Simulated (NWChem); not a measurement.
# One shape, several levels: CH3AlO (SMILES [CH3][Al]=[O])

Wanted: a comparison of 6 runs (TPSSh/cc-pVDZ, CCSD(T)/STO-3G, CCSD(T)/3-21G, CCSD(T)/6-31G*, CCSD(T)/6-31G**, CCSD(T)/6-311G**) of CH3AlO. 

The calculation is run with NWChem 7.3.0.

4 further runs of the same task are left out: 1 that didn't finish, 3 set aside as unsound or not needed.

### Step 1. The system as given

The species is CH3AlO (6 atoms), meant as a singlet with charge 0. SMILES: `[CH3][Al]=[O]`. The shape is that of a PBE0-D4/def2-TZVP optimisation.

Bond lengths: C1–Al2 1.935 Å, Al2–O3 1.596 Å, C1–H4 1.092 Å, C1–H5 1.092 Å, C1–H6 1.092 Å. Angles: C1–Al2–O3 180.0°, Al2–C1–H4 110.5°, Al2–C1–H5 110.5°, Al2–C1–H6 110.5°, H4–C1–H5 108.4°, H4–C1–H6 108.4°, H5–C1–H6 108.4°.

### Step 2. The charge distribution at TPSSh/cc-pVDZ (run 1)

test.nw reads:

```
start test
memory stack 880 mb heap 220 mb global 1100 mb
charge 0
geometry noautosym nocenter noautoz
  C       -0.412500       0.498200      -0.315400
  Al       0.696700      -0.841400       0.532500
  O        1.611700      -1.946300       1.232100
  H        0.065200       1.479100      -0.263900
  H       -1.383600       0.560900       0.180800
  H       -0.577400       0.249400      -1.366100
end
basis spherical bse
  * library cc-pVDZ
end
dft
  xc xctpssh
  grid xcoarse
  convergence energy 1e-08
  maxiter 100
  mulliken
  noprint "final vectors analysis"
end
property
  dipole
  quadrupole
  mulliken
end
task dft property
```

The run is started by

```console
$ nwchem test.nw > test.out
```

Output:

```text
[...]
          Wavefunction type:  closed shell.
          No. of atoms     :     6
          No. of electrons :    30
[...]
          Charge           :     0
          Spin multiplicity:     1
[...]
          AO basis - number of functions:    61
[...]
              XC Information
              --------------
                  TPSS hybrid Method XC Functional
                     Hartree-Fock (Exact) Exchange  0.100
                  TPSS metaGGA Exchange Functional  0.900
             TPSS03 metaGGA Correlation Functional  1.000
[...]
 d= 0,ls=0.0,diis     1   -357.3555703027 -4.41D+02  6.23D-02  1.43D+00     1.7
[...]
 d= 0,ls=0.0,diis    11   -357.5729394051 -8.73D-09  4.73D-07  9.62D-10    12.7
         Total DFT energy =     -357.572939405134
      One electron energy =     -661.022539547859
           Coulomb energy =      253.369045078342
    Exchange-Corr. energy =      -33.829004191300
 Nuclear repulsion energy =       83.909559255682
[...]
      Total Density - Mulliken Population Analysis
     ---------------------------------------------
    Atom       Charge   Shell Charges
 -----------   ------   -------------------------------------------------------
    1 C    6     6.25   2.01  0.65  0.45  2.10  1.02  0.02
    2 Al  13    12.54   2.00  2.03  0.65  0.25  6.01  0.90  0.36  0.33
    3 O    8     8.47   2.01  0.87  0.98  2.73  1.88  0.01
    4 H    1     0.91   0.74  0.14  0.03
    5 H    1     0.91   0.74  0.14  0.03
    6 H    1     0.91   0.74  0.14  0.03
[...]
   Dipole moment        5.2427088342 Debye(s)
             DMX       -3.0055836624 DMXEFC        0.0000000000
             DMY        3.6292831301 DMYEFC        0.0000000000
             DMZ       -2.2979918909 DMZEFC        0.0000000000
   -EFC- dipole         0.0000000000 DEBYE(S)
   Total dipole         5.2427088342 DEBYE(S)
[...]
```

Run time: 14 s. Hardware: 1 thread of AMD EPYC 9R14 (Zen 4), shared host; peak memory 0.11 GiB.

Atomic charges (e):

```
atom  Mulliken  Löwdin
  C1    -0.253  -0.230
 Al2    +0.462  +0.320
  O3    -0.465  -0.270
  H4    +0.085  +0.060
  H5    +0.085  +0.060
  H6    +0.085  +0.060
```

### Step 3. The energy at CCSD(T)/STO-3G (run 2)

calc.nw reads:

```
echo
start calc
title "CH3AlO ccsd(t)"
memory total 2200 mb
geometry units angstrom noautosym nocenter noautoz
  C     -0.412500     0.498200    -0.315400
  Al     0.696700    -0.841400     0.532500
  O      1.611700    -1.946300     1.232100
  H      0.065200     1.479100    -0.263900
  H     -1.383600     0.560900     0.180800
  H     -0.577400     0.249400    -1.366100
end
basis spherical bse
  * library STO-3G
end
scf
  thresh 1e-08
  maxiter 80
  print low
end
ccsd
  freeze core 7
  maxiter 60
end
task ccsd(t)
```

The run is started by

```console
$ nwchem calc.nw > calc.out
```

Output:

```text
[...]
  functions       =    22
[...]
  wavefunction    = RHF
[...]
         Total SCF energy =   -351.938686581576
      One-electron energy =   -659.316036204237
      Two-electron energy =    223.467790366979
 Nuclear repulsion energy =     83.909559255682
        Time for solution =      0.5s
[...]
 Total MP2 energy:           -352.108050818517370
[...]
             energy      energy      error      ampl     ampl      Block
                                                time     time      time
[...]
 Total CCSD energy:           -352.127121777693958
[...]
 Total CCSD+T(CCSD) energy:           -352.156960108082274
[...]
 Total CCSD(T) energy:                -352.146314740067510
[...]
```

Wall time 2.2 s (1 thread of AMD EPYC 9R14 (Zen 4), shared host); peak memory 0.1 GiB.

### Step 4. The energy at CCSD(T)/3-21G (run 3)

mol.xyz reads:

```xyz
6
CH3AlO energy
C     -0.412500     0.498200    -0.315400
Al     0.696700    -0.841400     0.532500
O      1.611700    -1.946300     1.232100
H      0.065200     1.479100    -0.263900
H     -1.383600     0.560900     0.180800
H     -0.577400     0.249400    -1.366100
```

mol.nw reads:

```
start mol
title "CH3AlO energy"
memory stack 880 mb heap 220 mb global 1100 mb

geometry noautosym nocenter noautoz
load mol.xyz
end

basis spherical bse
* library 3-21G
end

scf
thresh 1e-08
maxiter 80
noprint "final vectors analysis"
end

ccsd
freeze core 7
maxiter 60
end

task ccsd(t) energy
```

The run is started by

```console
$ nwchem mol.nw > mol.out
```

Output:

```text
[...]
  functions       =    37
[...]
  wavefunction    = RHF
[...]
         Total SCF energy =   -354.408988918420
      One-electron energy =   -658.725256154734
      Two-electron energy =    220.406707980632
 Nuclear repulsion energy =     83.909559255682
        Time for solution =      0.6s
[...]
 Total MP2 energy:           -354.691291766099653
[...]
             energy      energy      error      ampl     ampl      Block
                                                time     time      time
[...]
 Total CCSD energy:           -354.694951413757394
[...]
 Total CCSD+T(CCSD) energy:           -354.716826661573634
[...]
 Total CCSD(T) energy:                -354.710706682399291
[...]
```

Run time: 4.8 s. Hardware: 1 thread of AMD EPYC 9R14 (Zen 4), shared host; peak memory 0.11 GiB.

Runs 4 to 5 aren't shown in full; the table further down has their settings and results.

### Step 5. A single-point energy at CCSD(T)/6-311G(d,p) (run 6)

ch3alo.nw reads:

```
start ch3alo
title "CH3AlO ccsd(t)"
memory total 2200 mb
geometry units angstrom noautosym nocenter noautoz
C    -0.412500    0.498200   -0.315400
Al    0.696700   -0.841400    0.532500
O     1.611700   -1.946300    1.232100
H     0.065200    1.479100   -0.263900
H    -1.383600    0.560900    0.180800
H    -0.577400    0.249400   -1.366100
end
basis "ao basis" spherical bse
* library 6-311G**
end
scf
thresh 1e-08
maxiter 80
print low
end
ccsd
freeze core 7
maxiter 60
end
task ccsd(t)
```

The run is started by

```console
$ nwchem ch3alo.nw > ch3alo.out
```

Output:

```text
[...]
  functions       =    80
[...]
  wavefunction    = RHF
[...]
         Total SCF energy =   -356.402758572545
      One-electron energy =   -661.224791272083
      Two-electron energy =    220.912473443856
 Nuclear repulsion energy =     83.909559255682
        Time for solution =      6.3s
[...]
 Total MP2 energy:           -356.834888936607967
[...]
             energy      energy      error      ampl     ampl      Block
                                                time     time      time
[...]
 Total CCSD energy:           -356.846048939676336
[...]
 Total CCSD+T(CCSD) energy:           -356.868397128981655
[...]
 Total CCSD(T) energy:                -356.864702290036689
[...]
```

It took 59 s on 1 thread of AMD EPYC 9R14 (Zen 4), shared host; peak memory 0.18 GiB.

### Step 6. The series

```csv
run,level,integration grid,task,energy (Eh),wall time
1,TPSSh/cc-pVDZ,xcoarse,properties,-357.572939,14 s
2,CCSD(T)/STO-3G,–,energy,-352.146315,2.2 s
3,CCSD(T)/3-21G,–,energy,-354.710707,4.8 s
4,CCSD(T)/6-31G* (spherical functions),–,energy,-356.760594,19 s
5,CCSD(T)/6-31G** (spherical functions),–,energy,-356.785846,27 s
6,CCSD(T)/6-311G**,–,energy,-356.864702,59 s
```

### Step 7. Summary of results

| quantity | value |
| --- | --- |
| run 6: total energy | -356.86470 Eh |
| run 6: correlation energy (7 core orbitals frozen) | -461.9 mEh |
| run 6: (T) correction | -18.65 mEh |

In run 2 the basis is minimal, so the values are rough. All runs together took 2.1 min, the longest 59 s.
